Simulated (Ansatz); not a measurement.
# AlBH (doublet): B2PLYP over vertical spin and charge gaps, def2-QZVPP

Aim: run AlBH (doublet) with these functionals over vertical spin and charge gaps, and hold them against the top wave-function level at the same points.

Computed with Ansatz 0.2.0, Gaussian basis. Level: def2-QZVPP, all electrons in the functionals, frozen cores in the correlation of double hybrids and RPA.

Plan: B2PLYP, at charge 0, doublet; charge 0, quartet; charge 1, singlet; charge 1, triplet.

2 further runs of the same task are left out: 2 set aside as unsound or not needed.

### 1 The geometry

The geometry is a PBE0/def2-TZVP stationary point (not a proven minimum).

3 atoms, charge 0, spin multiplicity 2.

Atoms are counted from 1 here; the program's logs count them from 0.

Bond lengths: B1–Al2 2.120 Å, B1–H3 1.196 Å. Angles: Al2–B1–H3 167.9°.

As a file:

```xyz
3
AlBH
B     0.00000   -0.09198    0.31434
Al    0.00000   -0.03335   -1.80504
H     0.00000    0.12533    1.49070
```

No dispersion term is added.

The geometry shown and the zero of energy belong to the point charge 0, doublet. The yardstick, UCCSD(T), and other wave-function levels (R restricted, U unrestricted, valence and pair active spaces) come from earlier runs.

### 2 B2PLYP, charge 0, doublet

in.yaml

```yaml
crystal:
  periodic: [false, false, false]
  atoms:
    - {symbol: B, position_ang: [0.000000, -0.091982, 0.314337]}
    - {symbol: Al, position_ang: [0.000000, -0.033351, -1.805038]}
    - {symbol: H, position_ang: [0.000000, 0.125333, 1.490702]}
basis:
  gaussian: {orbitals: "def2-QZVPP.json"}
magnetization: {spin_polarized: true, initial_magnetization: 1}
hamiltonian: {xc: {name: B2PLYP}}
correlation: {electrons: outside_noble_gas}
```

Started as:

```sh
> ansatz run in.yaml --threads 1 --pin off --events-out ev --progress --plain --max-ram 2393MiB
```

What it wrote:

```text
Functional definition: B2PLYP
  name "B2PLYP"
  cite "Grimme, J. Chem. Phys. 124, 034108 (2006) doi:10.1063/1.2148954"
  cite "Becke, Phys. Rev. A 38, 3098 (1988) doi:10.1103/PhysRevA.38.3098"
  cite "Lee, Yang & Parr, Phys. Rev. B 37, 785 (1988) doi:10.1103/PhysRevB.37.785"
  parameter a = 0.53
  parameter c = 0.27
  exchange = (1 - a)*b88_x + a*exact_x
  correlation = (1 - c)*lyp_c + c*(mp2_os + mp2_ss)
932 factors; integrals over basis functions are off by at most 9.5e-4 eV
mean field evaluation 1: about -7279.9204 eV, gradient 9.4e0 eV
mean field evaluation 2: about -7279.9407 eV, gradient 9.4e0 eV
mean field evaluation 4: about -7280.7759 eV, gradient 8.9e-1 eV
mean field evaluation 8: about -7280.7910 eV, gradient 6.4e-2 eV
mean field evaluation 16: about -7280.7915 eV, gradient 3.6e-2 eV
mean field evaluation 32: about -7280.8053 eV, gradient 3.4e-1 eV
mean field evaluation 64: about -7280.7552 eV, gradient 8.1e-1 eV
mean field evaluation 96: about -7280.8059 eV, gradient 1.3e-1 eV
mean field evaluation 128: about -7280.7898 eV, gradient 2.9e-1 eV
mean field -7280.80784104 eV, -267.5647530495 hartree, gradient 1.8e-9 eV, S^2 0.941275; 8 other end points of the search recorded, 0 dependent functions left out
6 core orbitals not correlated: weight in the atoms' cores, before any rotation towards them, 1.000 or more for the frozen orbitals, at most 0.000 for the correlated occupied ones
reference -7280.80797221 eV, -267.5647578698 hartree; 4, 3 occupied and 147, 148 virtual orbitals, 932 factors
second order -4.44678022 eV of doubles, -0.00000000 eV of singles
Total energy: -7282.00860287 eV, -267.6088802328 hartree
```

It took 88 s on 1 thread of Arm Neoverse V1, shared host; peak memory 0.37 GiB.

From the report: ⟨S²⟩ of the determinant 0.941 (pure doublet: 0.75).

### 3 B2PLYP, charge 0, quartet

Edit in.yaml of step 2 so:

```diff
@@ -8,3 +8,3 @@
   gaussian: {orbitals: "def2-QZVPP.json"}
-magnetization: {spin_polarized: true, initial_magnetization: 1}
+magnetization: {spin_polarized: true, initial_magnetization: 3}
 hamiltonian: {xc: {name: B2PLYP}}
```

The command is unchanged.

What it wrote, shortened:

```text
Functional definition: B2PLYP
  name "B2PLYP"
  cite "Grimme, J. Chem. Phys. 124, 034108 (2006) doi:10.1063/1.2148954"
  cite "Becke, Phys. Rev. A 38, 3098 (1988) doi:10.1103/PhysRevA.38.3098"
  cite "Lee, Yang & Parr, Phys. Rev. B 37, 785 (1988) doi:10.1103/PhysRevB.37.785"
[...]
932 factors; integrals over basis functions are off by at most 9.5e-4 eV
[...]
mean field -7280.26056832 eV, -267.5446411478 hartree, gradient 6.5e-6 eV, S^2 3.760726; 2 other end points of the search recorded, 0 dependent functions left out
6 core orbitals not correlated: weight in the atoms' cores, before any rotation towards them, 1.000 or more for the frozen orbitals, at most 0.000 for the correlated occupied ones
reference -7280.26069823 eV, -267.5446459219 hartree; 5, 2 occupied and 146, 149 virtual orbitals, 932 factors
second order -4.74796517 eV of doubles, -0.00000000 eV of singles
Total energy: -7281.54264882 eV, -267.5917567374 hartree
```

Wall time 9 s (1 thread of Arm Neoverse V1, shared host); peak memory 0.28 GiB.

From the report: ⟨S²⟩ of the determinant 3.761 (pure quartet: 3.75).

From charge 0, doublet: +45.0 kJ/mol.

### 4 B2PLYP, charge 1, singlet

Edit in.yaml of step 3 so:

```diff
@@ -8,3 +8,4 @@
   gaussian: {orbitals: "def2-QZVPP.json"}
-magnetization: {spin_polarized: true, initial_magnetization: 3}
+total_charge: 1
+magnetization: {spin_polarized: true, initial_magnetization: 0}
 hamiltonian: {xc: {name: B2PLYP}}
```

Launched as before.

What it wrote, shortened:

```text
Functional definition: B2PLYP
  name "B2PLYP"
  cite "Grimme, J. Chem. Phys. 124, 034108 (2006) doi:10.1063/1.2148954"
  cite "Becke, Phys. Rev. A 38, 3098 (1988) doi:10.1103/PhysRevA.38.3098"
  cite "Lee, Yang & Parr, Phys. Rev. B 37, 785 (1988) doi:10.1103/PhysRevB.37.785"
[...]
932 factors; integrals over basis functions are off by at most 9.5e-4 eV
[...]
mean field -7273.53408808 eV, -267.2974475585 hartree, gradient 7.1e-6 eV, S^2 0.603315; 10 other end points of the search recorded, 0 dependent functions left out
6 core orbitals not correlated: weight in the atoms' cores, before any rotation towards them, 1.000 or more for the frozen orbitals, at most 0.000 for the correlated occupied ones
reference -7273.53421919 eV, -267.2974523766 hartree; 3, 3 occupied and 148, 148 virtual orbitals, 932 factors
second order -3.59456271 eV of doubles, -0.00000000 eV of singles
Total energy: -7274.50475112 eV, -267.3331187672 hartree
```

Run time: 39 s. Hardware: 1 thread of Arm Neoverse V1, shared host; peak memory 0.34 GiB.

From the report: ⟨S²⟩ of the determinant 0.603 (pure singlet: 0.00). The determinant is far from a pure spin state, so its energy mixes those of several spin states (harmless only where they are near-degenerate, as at dissociation).

From charge 0, doublet: +724.0 kJ/mol.

### 5 B2PLYP, charge 1, triplet

Edit in.yaml of step 4 so:

```diff
@@ -9,3 +9,3 @@
 total_charge: 1
-magnetization: {spin_polarized: true, initial_magnetization: 0}
+magnetization: {spin_polarized: true, initial_magnetization: 2}
 hamiltonian: {xc: {name: B2PLYP}}
```

Launched as before.

What it wrote, shortened:

```text
Functional definition: B2PLYP
  name "B2PLYP"
  cite "Grimme, J. Chem. Phys. 124, 034108 (2006) doi:10.1063/1.2148954"
  cite "Becke, Phys. Rev. A 38, 3098 (1988) doi:10.1103/PhysRevA.38.3098"
  cite "Lee, Yang & Parr, Phys. Rev. B 37, 785 (1988) doi:10.1103/PhysRevB.37.785"
[...]
932 factors; integrals over basis functions are off by at most 9.5e-4 eV
[...]
mean field -7273.33112786 eV, -267.2899889078 hartree, gradient 1.3e-9 eV, S^2 2.012124; 3 other end points of the search recorded, 0 dependent functions left out
6 core orbitals not correlated: weight in the atoms' cores, before any rotation towards them, 1.000 or more for the frozen orbitals, at most 0.000 for the correlated occupied ones
reference -7273.33126226 eV, -267.2899938469 hartree; 4, 2 occupied and 147, 149 virtual orbitals, 932 factors
second order -3.49892484 eV of doubles, -0.00000000 eV of singles
Total energy: -7274.27597196 eV, -267.3247112883 hartree
```

It took 44 s on 1 thread of Arm Neoverse V1, shared host; peak memory 0.34 GiB.

From the report: ⟨S²⟩ of the determinant 2.012 (pure triplet: 2.00).

From charge 0, doublet: +746.1 kJ/mol.

### 6 The comparison

No level is safe as a reference over these points; UCCSD(T) serves as a yardstick only. It comes from earlier runs at the same points. Energies in kJ/mol, counted from charge 0, doublet; blanks weren't run or aren't comparable.

```
   level  doublet to quartet  ionisation to the singlet cation  ionisation to the triplet cation
UCCSD(T)                42.4                                                               760.1
  B2PLYP                45.0                             724.0                             746.1
```

Largest miss and mean time a point (UCCSD(T) took 65 s a point; shared hosts):

```
 level  largest miss (kJ/mol)                             where  time a point
B2PLYP                  -14.0  ionisation to the triplet cation          45 s
```

### 7 Summary of results

```
                                  quantity                                            value
              doublet to quartet, UCCSD(T)                                      42.4 kJ/mol
ionisation to the triplet cation, UCCSD(T)                                     760.1 kJ/mol
                      largest miss, B2PLYP  -14.0 kJ/mol (ionisation to the triplet cation)
```

In words: Misses are known at 2 of 3 points at best, and only functionals with that many are ranked. B2PLYP strays by up to 14.0 kJ/mol, at ionisation to the triplet cation. B2PLYP clearly breaks the spin symmetry at some points (⟨S²⟩ up to 0.60 above the pure value), so energy there is bought with a mixed spin. Functionals and the yardstick converge differently with the basis, so part of each miss in def2-QZVPP is the basis. The yardstick itself may be off where one determinant is a poor start.
